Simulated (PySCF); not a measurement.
# CH4AlN: the cost of one run

The runs use PySCF 2.14.0; levels as typed in each script, gas phase, geometry from GFN2-xTB.

**1. The starting structure**

SMILES `C#[N+][AlH3-]`, 7 atoms, charge 0, spin multiplicity 1.

Bond lengths: C1–N2 1.139 Å, C1–H4 1.060 Å, N2–Al3 1.998 Å, Al3–H5 1.565 Å, Al3–H6 1.565 Å, Al3–H7 1.565 Å. Angles: N2–C1–H4 180.0°, C1–N2–Al3 179.9°, N2–Al3–H5 96.4°, N2–Al3–H6 96.5°, N2–Al3–H7 96.5°, H5–Al3–H6 118.7°, H5–Al3–H7 118.8°, H6–Al3–H7 118.8°.

As a file:

```csv
atom,x (Å),y (Å),z (Å)
C1,1.9212,-0.0003,-0.0001
N2,0.7821,0.0009,0.0001
Al3,-1.2160,-0.0002,0.0000
H4,2.9813,-0.0015,0.0004
H5,-1.3922,1.4409,0.5846
H6,-1.3920,-0.2141,-1.5404
H7,-1.3921,-1.2269,0.9554
```

**2. Response to an electric field (LDA (SVWN)/6-311g**)**

input.py

```python
import numpy as np
from pyscf import gto, scf, dft
from pyscf.scf import atom_ks, atom_hf
from scipy.linalg import block_diag

def solve(mol, dm0=None, hcore=None):
    mf = (dft.UKS if mol.spin else dft.RKS)(mol, xc='svwn')
    mf.grids.level = 3
    mf = mf.density_fit(auxbasis='def2-universal-jkfit')
    mf.conv_tol, mf.max_cycle = 1e-8, 80
    if hcore is not None:
        mf.get_hcore = lambda *args: hcore
    mf.kernel(dm0)
    if not mf.converged:
        mf = mf.newton().run(mf.mo_coeff, mf.mo_occ, max_cycle=30)
    assert mf.converged, 'SCF not converged'
    return mf

mol = gto.M(atom='''
C      1.92125    -0.00033    -0.00013
N      0.78211     0.00091     0.00007
Al    -1.21595    -0.00021     0.00002
H      2.98130    -0.00154     0.00043
H     -1.39217     1.44092     0.58460
H     -1.39195    -0.21413    -1.54035
H     -1.39214    -1.22687     0.95544
''', basis='6-311g**', charge=0, spin=0, verbose=4)
field = np.array([-0.0, -0.0, -0.01])  # atomic units
mol.set_common_orig(mol.atom_charges() @ mol.atom_coords() / mol.atom_charges().sum())
mf = solve(mol)
out = dict(dm0=mf.make_rdm1(), d0=mf.dip_moment(unit='AU'), e0=mf.e_tot)
for name, sign in (('p', 1), ('m', -1)):
    h = mf.get_hcore() + sign * np.einsum('x,xij->ij', field, mol.intor('int1e_r'))
    mi = solve(mol, mf.make_rdm1(), h)
    out.update({'dm' + name: mi.make_rdm1(), 'd' + name: mi.dip_moment(unit='AU'), 'e' + name: mi.e_tot})
# spherically averaged free atoms, for the promolecule
atm = atom_ks.get_atm_nrks(mol, xc='svwn')
pro = block_diag(*[(atm[a[0]][2] * atm[a[0]][3]) @ atm[a[0]][2].T for a in mol._atom])
np.savez('result.npz', pro=pro, **out)
```

Run with:

```
$ OMP_NUM_THREADS=1 python input.py
```

What time and memory should one allow on 1 thread of Intel Xeon Platinum 8259CL at 2.50GHz (Skylake/Cascade Lake), shared host?

About 17 s, with a peak of 0.22 GiB.
